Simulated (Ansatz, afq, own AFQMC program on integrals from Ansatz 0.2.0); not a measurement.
## GeNH₃, triplet → GeNH3⁺, quartet

```xyz
5

Ge    0.0000    0.0444    0.3304
N     0.0000   -0.1595   -1.5058
H     0.0000   -1.3184    1.0907
H     0.8260    0.1677   -1.9887
H    -0.8260    0.1677   -1.9887
```

Connectivity, by distances: GeH–NH2.

E(quartet, charge +1) − E(triplet, charge +0) at this geometry, on UHF and UHF determinants.

Basis cc-pVDZ. Noble-gas cores (and the filled d shells of Ga–Kr and In–Xe) are frozen. AFQMC by an in-house program on the Cholesky factors that Ansatz 0.2.0 writes for its CCSD(T) run. The CISD trial takes its coefficients from CCSD amplitudes. Released means that phaseless walkers are propagated on without the constraint, phases kept. ± is one standard error of the sampling. No spin–orbit coupling. The errors of all members are added in quadrature.

No full CI on the walks' own integrals is used here; CCSDT(Q) serves as the reference and is uncertain by about the last step of the cluster series. Each member takes its own surest rung, up to full CI.

Errors are counted within cc-pVDZ, not against nature.

Cautions: inner d shell frozen; no relativity below Rb; no spin-orbit coupling; GeNH₃ (triplet): another spin lies lower, the released energies are still falling, so no released level is given (meV from the phaseless value at times in 1/Eh: -8 ± 3 at 0.24, -14 ± 4 at 0.51, -16 ± 3 at 0.99, -17 ± 4 at 1.62, -21 ± 4 at 2.40), though the last usable value meets CCSDT(Q) within the noise, its ph-AFQMC/CISD value lies 15 ± 4 meV above CCSDT(Q); GeNH₃⁺ (quartet): lower spins were not checked, the released energies move by 1.5 errors or more from one time to the next, so no released level is given (meV from the phaseless value at times in 1/Eh: -4 ± 3 at 0.24, -3.7 ± 2.0 at 0.51, -6.7 ± 1.3 at 0.99, -3.6 ± 2.0 at 1.62, -9 ± 3 at 2.40), though the last usable value meets CCSDT(Q) within the noise; this needn't be the first ionization.

```
level  vertical ionization energy (kJ/mol)
   HF                                835.8
 CCSD                                959.1
```

(1) From these cheaper values, estimate the vertical ionization energy at the reference level in cc-pVDZ.

(1) 967.8 kJ/mol (CCSDT(Q) in cc-pVDZ).

```csv
level,vertical ionization energy (kJ/mol),error against CCSDT(Q) (kJ/mol)
MP2,974.4,6.6
CCSD(T),966.7,-1.1
CCSDT,966.8,-1.0
ph-AFQMC/HF,970.8 ± 3.7,3.0 ± 3.7
ph-AFQMC/CISD,966.7 ± 0.5,-1.1 ± 0.5
```

Correlation beyond CCSD(T) adds 1.1 kJ/mol. The perturbative (T) step is worth +7.6 kJ/mol.

A walk keeps the symmetry of its determinant, which the program's search chose and which needn't be the lowest solution, so a lower state of the same spin and another symmetry isn't excluded.
